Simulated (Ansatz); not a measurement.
Dissociation curve of SMILES O. The O1–H3 bond (O1 also carries H; H3 carries nothing else) is stretched with both fragments frozen at the PBE0/def2-TZVP optimised geometry.

Levels of theory: RKS-PBE = restricted PBE/cc-pVDZ in Ansatz (an electronic-structure program); UKS-PBE = unrestricted PBE/cc-pVDZ (Ansatz); UKS-PBE0 = unrestricted PBE0/cc-pVDZ run with Ansatz; FCI = Ansatz with full CI/cc-pVDZ, frozen core.

Energies relative to the lowest point of each curve near equilibrium, in kcal/mol; the last columns give the error against full CI:

| R / Å | RKS-PBE | UKS-PBE | UKS-PBE0 | FCI | RKS-PBE − FCI | UKS-PBE − FCI | UKS-PBE0 − FCI |
|---|---|---|---|---|---|---|---|
| 0.77 | 39.3 | 39.3 | 37.1 | 37.8 | 1.5 | 1.5 | -0.8 |
| 0.83 | 16.6 | 16.6 | 15.0 | 15.4 | 1.2 | 1.2 | -0.4 |
| 0.86 | 9.6 | 9.6 | 8.4 | 8.6 | 1.0 | 1.0 | -0.3 |
| 0.91 | 2.6 | 2.6 | 2.0 | 2.1 | 0.5 | 0.5 | -0.1 |
| 0.93 | 1.1 | 1.1 | 0.7 | 0.8 | 0.3 | 0.3 | -0.1 |
| 0.96 | 0.0 | 0.0 | 0.0 | 0.0 | 0.0 | 0.0 | 0.0 |
| 1.00 | 0.2 | 0.2 | 0.8 | 0.7 | -0.5 | -0.5 | 0.1 |
| 1.01 | 0.5 | 0.5 | 1.2 | 1.1 | -0.6 | -0.6 | 0.1 |
| 1.05 | 2.6 | 2.6 | 3.8 | 3.6 | -1.1 | -1.1 | 0.1 |
| 1.12 | 8.5 | 8.5 | 10.7 | 10.4 | -1.9 | -1.9 | 0.3 |
| 1.20 | 17.5 | 17.5 | 20.8 | 20.3 | -2.8 | -2.8 | 0.5 |
| 1.30 | 30.3 | 30.3 | 35.0 | 33.9 | -3.6 | -3.6 | 1.1 |
| 1.46 | 51.2 | 51.2 | 58.1 | 55.1 | -3.9 | -3.9 | 3.0 |
| 1.58 | 65.8 | 65.8 | 74.4 | 68.9 | -3.1 | -3.1 | 5.4 |
| 1.71 | 80.1 | 80.1 | 88.9 | 81.3 | -1.2 | -1.2 | 7.6 |
| 1.93 | 100.5 | 98.6 | 102.8 | 96.2 | 4.3 | 2.3 | 6.6 |
| 2.09 | 112.6 | 106.1 | 108.2 | 103.1 | 9.5 | 3.0 | 5.1 |
| 2.38 | 129.3 | 113.2 | 113.1 | 109.9 | 19.4 | 3.3 | 3.2 |
| 2.57 | 137.5 | 115.6 | 114.6 | 112.0 | 25.4 | 3.6 | 2.6 |
| 2.84 | 146.1 | 117.6 | 115.7 | 113.6 | 32.6 | 4.0 | 2.2 |
| 3.40 | 156.7 | 119.1 | 116.5 | 114.6 | 42.1 | 4.5 | 2.0 |

RKS-PBE is furthest from FCI at 3.40 (42.1 kcal/mol, above); its mean absolute error over the points is 7.5 kcal/mol.

UKS-PBE is furthest from FCI at 3.40 (4.5 kcal/mol, above); its mean absolute error over the points is 2.1 kcal/mol.

UKS-PBE0 is furthest from FCI at 1.71 (7.6 kcal/mol, above); its mean absolute error over the points is 2.0 kcal/mol.

The restricted form behind RKS-PBE keeps the bonding electrons paired and can't separate into open-shell fragments. The unrestricted determinant behind UKS-PBE is spin-contaminated at 1.93 to 3.40 Å (<S²> up to 1.0, against 0.00 for a pure singlet). The unrestricted determinant behind UKS-PBE0 is spin-contaminated at 1.71 to 3.40 Å (<S²> up to 1.0, against 0.00 for a pure singlet).
